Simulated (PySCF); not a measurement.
# A thermochemical cycle for AlF

PBE in PySCF with def2-TZVPPD on every atom, for the lowest determinant that a PBE0 search found; no spin–orbit coupling. AlF, a singlet (closed shell), has De = 7.05 eV to neutral atoms, and AlF⁺, a doublet (σ ↑), has De = 3.52 eV to Al⁺ + F.

At the same level the Al atom ionises at 6.07 eV.

Q: What is the adiabatic ionisation energy of the molecule, and does ionisation strengthen or weaken the bond?

A: IE = IE(Al) + De(neutral) − De(ion) = 6.07 + 7.05 − 3.52 = 9.60 eV. De changes by -3.53 eV, so ionisation weakens the bond.

For an ion De counts to the pair picked by the measured ionisation energies or electron affinities, which need not be the lowest pair at this level. States were picked by a PBE0 search and need not be the measured ground states.
